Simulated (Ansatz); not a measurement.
`NC/C(O)=C\F`. Charge 0, multiplicity 1.

Z-matrix (Å, degrees):
```
C
C 1 1.502
N 1 1.460 2 108.2
H 1 1.093 2 110.2 3 -126.3
H 1 1.095 2 108.5 3 116.4
C 2 1.327 1 124.5 3 146.0
O 2 1.352 1 114.5 3 -35.2
H 3 1.012 1 111.3 2 -83.9
H 3 1.010 1 111.7 2 155.2
F 6 1.350 2 120.5 1 0.9
H 6 1.081 2 125.4 1 179.2
H 7 0.976 2 103.9 1 18.4
```

Task: Give the diagnostics of a CCSD(T)/def2-TZVPP run (frozen core, Ansatz 0.2.0). (Best estimate.)

Result: Ansatz gave: T1 = 0.0118, largest single amplitude 0.018, largest double 0.054, (T) share of the correlation energy 3.8 %, 9 CCSD cycles. The RHF solution is stable towards an unrestricted one. T1 lies under the customary mark of 0.02 for closed shells.
